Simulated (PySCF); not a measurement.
Order these species by their calculated properties.

Species are written as SMILES; each is one conformer at its optimised geometry, gas phase, non-relativistic unless stated; the electronic structure was computed with PySCF and density fitting.

The conformers computed, where there is a choice (atom-mapped SMILES and torsion angles):
- `[CH3:1][O:2][CH2:3][CH2:4][O:5][CH3:6]`: C1–O2–C3–C4 -179°, O2–C3–C4–O5 176°, C3–C4–O5–C6 79°
- `[NH2:1][c:2]1[cH:3][cH:4][cH:5][s:6]1`: H–N1–C2–C3 -145°, H–N1–C2–C3 -17°
- `[NH2:1][c:2]1[cH:3][cH:4][s:5][cH:6]1`: H–N1–C2–C3 -165°, H–N1–C2–C3 -36°

The conformers of `FC1CCCC1` aren't listed.

Question: Rank by smallest rotational constant, lowest first (PBE0-D3(BJ)/def2-TZVP).
A. `Cc1ncsc1` (4-methylthiazole)
B. `O=[Si]=O` (silicon dioxide)
C. `COCCOC` (1,2-dimethoxyethane)
D. `Cc1sccn1` (2-methylthiazole)

Answer: C (1.396 GHz), A (1.922 GHz), D (2.074 GHz), B (6.965 GHz).

Question: Rank by HOMO energy, lowest first (B97-2/pcSseg-2 at PBE0-D3(BJ)/def2-TZVP geometries).
A. `Nc1ccsc1`
B. `NC1=CC=CS1`
C. `Cc1nccs1`
D. `COCCOC`
E. `FC1CCCC1`

Answer: E (-8.62 eV), D (-7.15 eV), C (-6.77 eV), A (-5.62 eV), B (-5.52 eV).

Q: By how much do the two ends of that ranking differ?

A: By 3.10 eV, between `Nc1cccs1` and `FC1CCCC1`.

Question: Rank by HOMO–LUMO gap, lowest first (B97-2/pcSseg-2 at PBE0-D3(BJ)/def2-TZVP geometries).
A. `s1c(N)ccc1`
B. `Cc1nccs1`
C. `FC1CCCC1`
D. `COCCOC`

Answer: A (5.47 eV), B (6.03 eV), D (7.82 eV), C (9.17 eV).

Q: Give the two extremes of that set in kcal/mol.

A: `Nc1cccs1`: 126 kcal/mol; `FC1CCCC1`: 212 kcal/mol.
